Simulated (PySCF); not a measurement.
Fill in the blanks.

Compound: silicon difluoride, SiF2 (singlet state).
InChI=1S/F2Si/c1-3-2

```json
{"property": "point group", "level": "PBE0-D3(BJ)/def2-TZVP", "value": "C2v"}
{"property": "rotational constants A, B, C", "level": "PBE0-D3(BJ)/def2-TZVP", "value": "30.011, 8.757, 6.779 GHz"}
{"property": "dipole moment", "level": "CAM-B3LYP/aug-cc-pVTZ", "value": "?"}
{"property": "HOMO energy", "level": "CAM-B3LYP/aug-cc-pVTZ", "value": "-9.76 eV"}
{"property": "LUMO energy", "level": "CAM-B3LYP/aug-cc-pVTZ", "value": "-1.20 eV"}
{"property": "lowest singlet excitation", "level": "TDDFT CAM-B3LYP/aug-cc-pVTZ", "value": "?"}
{"property": "strongest line among the 10 lowest singlet transitions", "level": "TDDFT CAM-B3LYP/aug-cc-pVTZ", "value": "?"}
{"property": "lowest triplet excitation (Tamm–Dancoff)", "level": "TDA CAM-B3LYP/aug-cc-pVTZ", "value": "3.17 eV"}
{"property": "static isotropic polarisability", "level": "CAM-B3LYP/aug-cc-pVTZ", "value": "?"}
{"property": "electronic spatial extent ⟨r²⟩ about the centre of nuclear charge", "level": "CAM-B3LYP/aug-cc-pVTZ", "value": "?"}
{"property": "isotropic shieldings of nuclei other than C and H, by class", "level": "GIAO PBE0/pcSseg-2", "value": "?"}
```

Electronic properties: PySCF, gas phase, density fitting. Geometry: PBE0-D3(BJ)/def2-TZVP; no solvent, vibrations or thermal averaging.

Give the isotropic shieldings of nuclei other than C and H, by class.

145 (2 F), 336 (1 Si) ppm.

The electronic spatial extent ⟨r²⟩ about the centre of nuclear charge?

178 bohr².

What is the static isotropic polarisability?

28.9 au.

What is the lowest singlet excitation?

5.51 eV (225 nm, f = 0.186).

Give the strongest line among the 10 lowest singlet transitions.

S2 at 7.48 eV (166 nm, f = 0.281).

The dipole moment?

1.21 D.

A dipole of 1.21 D is allowed in C2v, and pure rotational transitions are dipole-allowed. No computed singlet falls in the visible range (750 to 380 nm, 1.65 to 3.26 eV); S1 lies 2.25 eV above its blue end. The rotational constants make it an asymmetric top with κ = (2B − A − C)/(A − C) = -0.83, nearer the prolate limit (−1). The vertical singlet–triplet gap S1 − T1 is 2.34 eV (TDDFT singlet less Tamm–Dancoff triplet; S1: HOMO→LUMO, weight 0.98; T1: HOMO→LUMO, weight 0.94). The 10 singlets span 5.51 to 9.74 eV, and their oscillator strengths add up to 0.93.
